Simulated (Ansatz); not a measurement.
Two isomers of C4H7FO: A = `C=C(F)C(C)O`, B = `FC1CCCO1`.

Calculated with Ansatz (gas phase, PBE0-D4/def2-TZVP geometries, no zero-point term in ΔE). CCSD(T)/CBS is the MP2 limit (def2-TZVPP, def2-QZVPP) plus CCSD(T) − MP2 in def2-TZVPP, frozen cores. Functionals use def2-TZVPP. B3LYP here is the variant with VWN-RPA as its local correlation; programs differ in this. Each species was taken in one conformer, which may not be the lowest.

A:

Z-matrix (Å, degrees):
```
C
C 1 1.521
C 1 1.501 2 111.4
O 1 1.406 2 112.1 3 -125.7
H 1 1.097 2 108.8 3 118.1
H 2 1.090 1 111.3 3 -57.0
H 2 1.091 1 109.5 3 -177.5
H 2 1.094 1 110.3 3 62.8
F 3 1.346 1 111.5 2 55.0
C 3 1.319 1 128.2 2 -125.0
H 4 0.962 1 108.0 2 52.8
H 10 1.081 3 120.8 1 179.5
H 10 1.080 3 119.6 1 -2.3
```

B:

```xyz
13

F    -0.499    1.891    0.925
C    -0.639    0.509    1.024
C    -1.031   -0.039   -0.330
C     0.330   -0.129   -1.012
C     1.245   -0.488    0.153
O     0.570   -0.059    1.342
H    -1.342    0.334    1.841
H    -1.749    0.603   -0.840
H    -1.475   -1.029   -0.197
H     0.363   -0.870   -1.811
H     0.602    0.840   -1.432
H     2.218    0.005    0.101
H     1.406   -1.568    0.234
```

Q: Which isomer does CCSD(T)/CBS put lower? Give the gap. (Estimate.)

A: The calculation gave: B, by 64.3 kJ/mol.

Q: Give E(B) − E(A) in kJ/mol with B3LYP, r2SCAN-D4, MP2/def2-TZVPP, CCSD(T)/def2-TZVPP, HF/def2-TZVPP, ωB97M-V, PBE0-D4. (An estimate is asked.)

A: Computed: B3LYP -54.9, r2SCAN-D4 -66.1, MP2/def2-TZVPP -71.2, CCSD(T)/def2-TZVPP -66.6, HF/def2-TZVPP -65.5, ωB97M-V -67.5, PBE0-D4 -75.7. None reverses the order clearly.

Largest T1 diagnostic: 0.011.

From PBE to PBE0 (25 % exact exchange), in def2-TZVPP and without D4, E(B) − E(A) moves by −10.9 kJ/mol.
